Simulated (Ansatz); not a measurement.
Molecule: hydrogen chloride, HCl, net charge 0, singlet state. 
Structure (B3LYP-D3(BJ)/def2-TZVP (Ansatz, a first-principles code) minimum search):
SMILES: Cl
```xyz
2

Cl     0.0000     0.0000    -0.0712
H      0.0000     0.0000     1.2108
```
Charge 0, spin multiplicity 1.

Basis-set convergence of Hartree-Fock and CCSD(T) correlation energies (hartree) with Ansatz. Cores are frozen in the correlated levels unless marked. Spin-orbit coupling is left out. Non-relativistic.

| basis | functions | E(HF) | E(corr, CCSD(T)) |
|---|---|---|---|
| def2-SVPD | 35 | -459.94774 | -0.17881 |
| def2-TZVPPD | 68 | -460.09986 | -0.23390 |
| def2-QZVPPD | 112 | -460.11225 | -0.25281 |

Extrapolating the two largest sets (X = 3 and 4) as X^-3: E(corr) = (64·(-0.25281) - 27·(-0.23390))/37 = -0.2666 Eh, an estimate of the basis-set limit. The largest set recovers 94.8 % of it, the smallest 67.1 %.
